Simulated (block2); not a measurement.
# DMRG/STO-6G run of C2H2O (oxirene), part 2 of 2

block2 0.5.4.

### Step 3. The doublet cation: the energy at DMRG/STO-6G

Input file run_dmrg.py:

```python
import numpy as np
from pyscf import cc, dft, gto, mcscf, mp, scf
from pyblock2._pyscf.ao2mo import integrals as itg
from pyblock2.driver.core import DMRGDriver, SymmetryTypes

geom = """
C
C 1 1.259736
O 2 1.480406 1 64.82573
H 1 1.071406 2 162.01655 3 179.97576
H 2 1.071414 1 162.00639 4 -0.02944
"""
mol = gto.M(
    atom=geom,
    basis="sto-6g",
    charge=1,
    spin=1,
    verbose=3,
)
print("basis functions                = %d" % (mol.nao))
mf = scf.ROHF(mol)
mf.conv_tol = 1e-10
mf.max_cycle = 200
mf.kernel()
if not mf.converged:
    mf = mf.newton().run(mf.mo_coeff, mf.mo_occ)
print("E(HF)                          = %.10f" % (mf.e_tot))
# single-reference ladder for comparison
ref = scf.UHF(mol).run(mf.make_rdm1(), conv_tol=1e-10)
pt = mp.MP2(ref, frozen=3).run()
mycc = cc.CCSD(ref, frozen=3)
mycc.max_cycle = 150
mycc.kernel()
print("MP2 total energy               = %.10f" % (pt.e_tot))
if mycc.converged:
    print(f"E(CCSD)                        = {mycc.e_tot:.10f}")
    print(f"E(CCSD(T))                     = {mycc.e_tot + mycc.ccsd_t():.10f}")
# a few density functionals on the same geometry and basis
ks = dft.UKS(mol, xc="lda,vwn5").set(conv_tol=1e-9, verbose=3).run(mf.make_rdm1())
if ks.converged:
    print(f"E(SVWN5)                       = {ks.e_tot:.8f}")
ks = dft.UKS(mol, xc="wb97x").set(conv_tol=1e-9, verbose=3).run(mf.make_rdm1())
if ks.converged:
    print(f"E(wB97X)                       = {ks.e_tot:.8f}")
ks = dft.UKS(mol, xc="m062x").set(conv_tol=1e-9, verbose=3).run(mf.make_rdm1())
if ks.converged:
    print(f"E(M06-2X)                      = {ks.e_tot:.8f}")
ks = dft.UKS(mol, xc="m06l").set(conv_tol=1e-9, verbose=3).run(mf.make_rdm1())
if ks.converged:
    print("E(M06-L)                       = %.8f" % (ks.e_tot))
ks = dft.UKS(mol, xc="tpssh").set(conv_tol=1e-9, verbose=3).run(mf.make_rdm1())
if ks.converged:
    print("E(TPSSh)                       = %.8f" % (ks.e_tot))
# natural orbitals of MP2 give a compact matrix product state
occ_no, mo = mcscf.addons.make_natural_orbitals(mp.MP2(mf.to_uhf(), frozen=3).run())
mf.mo_coeff = mo
ncas, n_elec, spin, ecore, h1e, g2e, orb_sym = itg.get_rhf_integrals(mf, ncore=3, ncas=14, pg_symm=False, g2e_symm=1)
dmrg = DMRGDriver(scratch="./tmp", symm_type=SymmetryTypes.SU2, stack_mem=1500 << 20, n_threads=1)
# orbital ordering
idx = dmrg.orbital_reordering(h1e, g2e, method="fiedler")
print("orbital order:", idx.tolist())
h1e = h1e[np.ix_(idx, idx)]
g2e = g2e[np.ix_(idx, idx, idx, idx)]
orb_sym = np.array(orb_sym)[idx]
dmrg.initialize_system(n_sites=ncas, n_elec=n_elec, spin=spin, orb_sym=orb_sym)
mpo = dmrg.get_qc_mpo(h1e=h1e, g2e=g2e, ecore=ecore, iprint=1)
occs = np.array([1.7] * 7 + [1.0] * 1 + [0.3] * 6)[idx]
psi = dmrg.get_random_mps(tag="GS", bond_dim=25, nroots=1, occs=occs)
bond_dims = [25] * 4 + [50] * 4 + [100] * 3
noises = [0.0001] * 4 + [0.0001] * 4 + [1e-05] * 3 + [0]
thrds = [1e-08] * 11
e = dmrg.dmrg(mpo, psi, n_sweeps=17, tol=1e-06, bond_dims=bond_dims, noises=noises, thrds=thrds, iprint=1)
ms, dws, es = dmrg.get_dmrg_results()
print("DW                             = %.3e" % (dws[-1]))
print("E(final)                       = %.10f" % (e))
csf, coef = dmrg.get_csf_coefficients(psi, cutoff=0.1, iprint=1)
print("leading coefficient squared    = %.4f" % (np.max(np.abs(coef)) ** 2))
```

The run is started by

```
$ python run_dmrg.py
```

What it wrote:

```text
basis functions                = 17
converged SCF energy = -150.875781635037
E(HF)                          = -150.8757816350
converged SCF energy = -150.877634237611  <S^2> = 0.76167086  2S+1 = 2.011637
E(UMP2) = -151.04406161563  E_corr = -0.16642737801943
E(SCS-UMP2) = -151.04723508316  E_corr = -0.169600845548683
E(UCCSD) = -151.080920830264  E_corr = -0.2032865926531945
MP2 total energy               = -151.0440616156
E(CCSD)                        = -151.0809208303
UCCSD(T) correction = -0.00513626565022006
E(CCSD(T))                     = -151.0860570959
converged SCF energy = -150.42046689173  <S^2> = 0.75134401  2S+1 = 2.0013436
E(SVWN5)                       = -150.42046689
converged SCF energy = -151.663513821673  <S^2> = 0.75214221  2S+1 = 2.0021411
E(wB97X)                       = -151.66351382
converged SCF energy = -151.631584073837  <S^2> = 0.75157686  2S+1 = 2.0015762
E(M06-2X)                      = -151.63158407
converged SCF energy = -151.717045657816  <S^2> = 0.75493946  2S+1 = 2.0049334
E(M06-L)                       = -151.71704566
converged SCF energy = -151.72945446731  <S^2> = 0.75116481  2S+1 = 2.0011645
E(TPSSh)                       = -151.72945447
E(UMP2) = -151.040978302894  E_corr = -0.165196667857212
E(SCS-UMP2) = -151.044202116566  E_corr = -0.168420481529395
orbital order: [13, 12, 2, 11, 3, 1, 8, 6, 9, 5, 10, 4, 0, 7]
integral symmetrize error =  0.0
integral cutoff error =  0.0
mpo terms =      22159

Build MPO | Nsites =    14 | Nterms =      22159 | Algorithm = FastBIP | Cutoff = 1.00e-20
 Site =     0 /    14 .. Mmpo =    14 DW = 0.00e+00 NNZ =       14 SPT = 0.0000 Tmvc = 0.001 T = 0.003
 Site =     1 /    14 .. Mmpo =    50 DW = 0.00e+00 NNZ =       56 SPT = 0.9200 Tmvc = 0.001 T = 0.004
 Site =     2 /    14 .. Mmpo =    72 DW = 0.00e+00 NNZ =      750 SPT = 0.7917 Tmvc = 0.001 T = 0.005
 Site =     3 /    14 .. Mmpo =   102 DW = 0.00e+00 NNZ =      862 SPT = 0.8826 Tmvc = 0.002 T = 0.006
 Site =     4 /    14 .. Mmpo =   140 DW = 0.00e+00 NNZ =     1274 SPT = 0.9108 Tmvc = 0.002 T = 0.006
 Site =     5 /    14 .. Mmpo =   186 DW = 0.00e+00 NNZ =     1705 SPT = 0.9345 Tmvc = 0.002 T = 0.007
 Site =     6 /    14 .. Mmpo =   240 DW = 0.00e+00 NNZ =     2089 SPT = 0.9532 Tmvc = 0.002 T = 0.007
 Site =     7 /    14 .. Mmpo =   186 DW = 0.00e+00 NNZ =     9538 SPT = 0.7863 Tmvc = 0.002 T = 0.013
 Site =     8 /    14 .. Mmpo =   140 DW = 0.00e+00 NNZ =     1711 SPT = 0.9343 Tmvc = 0.001 T = 0.004
 Site =     9 /    14 .. Mmpo =   102 DW = 0.00e+00 NNZ =     1283 SPT = 0.9102 Tmvc = 0.000 T = 0.003
 Site =    10 /    14 .. Mmpo =    72 DW = 0.00e+00 NNZ =      863 SPT = 0.8825 Tmvc = 0.000 T = 0.002
 Site =    11 /    14 .. Mmpo =    50 DW = 0.00e+00 NNZ =      501 SPT = 0.8608 Tmvc = 0.000 T = 0.001
 Site =    12 /    14 .. Mmpo =    14 DW = 0.00e+00 NNZ =      237 SPT = 0.6614 Tmvc = 0.000 T = 0.001
 Site =    13 /    14 .. Mmpo =     1 DW = 0.00e+00 NNZ =       14 SPT = 0.0000 Tmvc = 0.000 T = 0.000
Ttotal =      0.061 Tmvc-total = 0.014 MPO bond dimension =   240 MaxDW = 0.00e+00
NNZ =        20897 SIZE =       193236 SPT = 0.8919

Rank =     0 Ttotal =      0.062 MPO method = FastBipartite bond dimension =     240 NNZ =        20897 SIZE =       193236 SPT = 0.8919

Sweep =    0 | Direction =  forward | Bond dimension =   25 | Noise =  1.00e-04 | Dav threshold =  1.00e-08
Time elapsed =      0.564 | E =    -151.0557579407 | DW = 1.15630e-04

Sweep =    1 | Direction = backward | Bond dimension =   25 | Noise =  1.00e-04 | Dav threshold =  1.00e-08
Time elapsed =      1.046 | E =    -151.0682723754 | DE = -1.25e-02 | DW = 4.23347e-04

Sweep =    2 | Direction =  forward | Bond dimension =   25 | Noise =  1.00e-04 | Dav threshold =  1.00e-08
Time elapsed =      1.528 | E =    -151.0701596004 | DE = -1.89e-03 | DW = 5.07869e-04

Sweep =    3 | Direction = backward | Bond dimension =   25 | Noise =  1.00e-04 | Dav threshold =  1.00e-08
Time elapsed =      1.997 | E =    -151.0702497525 | DE = -9.02e-05 | DW = 5.04243e-04

Sweep =    4 | Direction =  forward | Bond dimension =   50 | Noise =  1.00e-04 | Dav threshold =  1.00e-08
Time elapsed =      2.764 | E =    -151.0751679496 | DE = -4.92e-03 | DW = 8.04778e-05

Sweep =    5 | Direction = backward | Bond dimension =   50 | Noise =  1.00e-04 | Dav threshold =  1.00e-08
Time elapsed =      3.847 | E =    -151.0805647769 | DE = -5.40e-03 | DW = 1.71381e-04

Sweep =    6 | Direction =  forward | Bond dimension =   50 | Noise =  1.00e-04 | Dav threshold =  1.00e-08
Time elapsed =      4.896 | E =    -151.0824706587 | DE = -1.91e-03 | DW = 2.73702e-04

Sweep =    7 | Direction = backward | Bond dimension =   50 | Noise =  1.00e-04 | Dav threshold =  1.00e-08
Time elapsed =      5.916 | E =    -151.0834328566 | DE = -9.62e-04 | DW = 2.75349e-04

Sweep =    8 | Direction =  forward | Bond dimension =  100 | Noise =  1.00e-05 | Dav threshold =  1.00e-08
Time elapsed =      7.915 | E =    -151.0863483391 | DE = -2.92e-03 | DW = 2.17190e-05

Sweep =    9 | Direction = backward | Bond dimension =  100 | Noise =  1.00e-05 | Dav threshold =  1.00e-08
Time elapsed =     11.045 | E =    -151.0869447192 | DE = -5.96e-04 | DW = 5.48083e-05

Sweep =   10 | Direction =  forward | Bond dimension =  100 | Noise =  1.00e-05 | Dav threshold =  1.00e-08
Time elapsed =     14.082 | E =    -151.0871226473 | DE = -1.78e-04 | DW = 7.18783e-05

Sweep =   11 | Direction = backward | Bond dimension =  100 | Noise =  0.00e+00 | Dav threshold =  1.00e-07
Time elapsed =     16.747 | E =    -151.0872045004 | DE = -8.19e-05 | DW = 7.29142e-05

Sweep =   12 | Direction =  forward | Bond dimension =  100 | Noise =  0.00e+00 | Dav threshold =  1.00e-07
Time elapsed =     19.410 | E =    -151.0872270512 | DE = -2.26e-05 | DW = 7.42576e-05

Sweep =   13 | Direction = backward | Bond dimension =  100 | Noise =  0.00e+00 | Dav threshold =  1.00e-07
Time elapsed =     22.074 | E =    -151.0872415451 | DE = -1.45e-05 | DW = 7.52165e-05

Sweep =   14 | Direction =  forward | Bond dimension =  100 | Noise =  0.00e+00 | Dav threshold =  1.00e-07
Time elapsed =     24.731 | E =    -151.0872473428 | DE = -5.80e-06 | DW = 7.55346e-05

Sweep =   15 | Direction = backward | Bond dimension =  100 | Noise =  0.00e+00 | Dav threshold =  1.00e-07
Time elapsed =     27.391 | E =    -151.0872485960 | DE = -1.25e-06 | DW = 7.55689e-05

Sweep =   16 | Direction =  forward | Bond dimension =  100 | Noise =  0.00e+00 | Dav threshold =  1.00e-07
Time elapsed =     30.046 | E =    -151.0872488380 | DE = -2.42e-07 | DW = 7.55658e-05

DW                             = 7.557e-05
E(final)                       = -151.0872488380
mps center changed (temporarily)
DTRIE T =      0.001
Number of CSF =          5 (cutoff =       0.1)
Sum of weights of included CSF =    0.900015942516704

CSF          0 0020220202022-  =    0.923139920622161
CSF          1 0020222002022-  =   -0.121213290615124
CSF          2 0020220-+20-22  =   -0.109581170793922
CSF          3 0020220-0+-222  =    0.102974446621576
CSF          4 0020220-020222  =    0.102587513855642
leading coefficient squared    = 0.8522
```

Wall time 41 s (1 thread of Arm Neoverse V2, shared host); peak memory 0.31 GiB.

### Step 4. Summary of results

The summary covers parts 1 to 2.

At DMRG/STO-6G, 3 core orbitals frozen:

| quantity | value |
| --- | --- |
| run 1, DMRG/STO-6G: total energy | -151.29402 Eh |
| run 1, DMRG/STO-6G: dipole moment (of the density that the program reports) | 1.45 D |
| run 1, DMRG/STO-6G: T1 diagnostic of the CCSD step | 0.008 |
| doublet cation: total energy | -151.08725 Eh |
| vertical ionisation energy (to the doublet cation) | 5.626 eV |

**Reading.** Removing an electron at fixed nuclei costs 5.63 eV (543 kJ/mol). In a minimal basis such a difference can be off by several eV, whatever the method.
